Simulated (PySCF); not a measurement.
Reaction (SMILES): S (H2S) → [SH-] + H+
B3LYP-D3(BJ)/def2-TZVP geometries, fixed; electronic energies without zero-point terms.

Basis-set convergence of the deprotonation energy at PBE with PySCF. All functions are spherical. Density fitting with generated auxiliary sets. No added dispersion term, no relativity. Functions are those of the species that has most. Reference: the value in aug-pcseg-3, 354.22 kcal/mol, itself unsure by roughly 0.05 kcal/mol (its mean distance from aug-cc-pV(Q+d)Z, def2-QZVPPD). Deviations are taken from unrounded values.

| basis | functions | deprotonation energy (kcal/mol) |
|---|---|---|
| def2-SVP | 28 | 377.48 |
| def2-SVPD | 43 | 351.59 |
| pcseg-1 | 28 | 357.91 |
| aug-pcseg-1 | 45 | 351.33 |
| cc-pV(D+d)Z | 33 | 371.12 |
| aug-cc-pV(D+d)Z | 50 | 352.58 |
| 6-311G** | 38 | 354.03 |
| 6-311+G** | 42 | 352.77 |
| def2-TZVP | 49 | 362.58 |
| def2-TZVPD | 64 | 353.77 |
| pcseg-2 | 62 | 360.10 |
| aug-pcseg-2 | 96 | 353.87 |
| cc-pV(T+d)Z | 67 | 362.85 |
| aug-cc-pV(T+d)Z | 101 | 354.15 |
| def2-TZVPP | 70 | 362.90 |
| def2-TZVPPD | 85 | 354.04 |
| cc-pV(Q+d)Z | 124 | 359.24 |
| aug-cc-pV(Q+d)Z | 181 | 354.28 |
| def2-QZVPP | 130 | 357.82 |
| def2-QZVPPD | 145 | 354.17 |
| pcseg-3 | 130 | 356.05 |
| aug-pcseg-3 | 187 | 354.22 |

What the diffuse functions change, pair by pair:
- def2-SVP to def2-SVPD: 15 more functions, deviation 23.26 to -2.63 kcal/mol
- pcseg-1 to aug-pcseg-1: 17 more functions, deviation 3.69 to -2.89 kcal/mol
- cc-pV(D+d)Z to aug-cc-pV(D+d)Z: 17 more functions, deviation 16.89 to -1.64 kcal/mol
- 6-311G** to 6-311+G**: 4 more functions, deviation -0.19 to -1.46 kcal/mol
- def2-TZVP to def2-TZVPD: 15 more functions, deviation 8.36 to -0.45 kcal/mol
- pcseg-2 to aug-pcseg-2: 34 more functions, deviation 5.88 to -0.36 kcal/mol
- cc-pV(T+d)Z to aug-cc-pV(T+d)Z: 34 more functions, deviation 8.63 to -0.08 kcal/mol
- def2-TZVPP to def2-TZVPPD: 15 more functions, deviation 8.67 to -0.19 kcal/mol
- cc-pV(Q+d)Z to aug-cc-pV(Q+d)Z: 57 more functions, deviation 5.02 to 0.06 kcal/mol
- def2-QZVPP to def2-QZVPPD: 15 more functions, deviation 3.60 to -0.05 kcal/mol
- pcseg-3 to aug-pcseg-3: 57 more functions, deviation 1.83 to 0.00 kcal/mol

Leaving out the reference's own pair, they bring the value nearer the reference by more than 0.05 kcal/mol in 9 of 10 pairs.
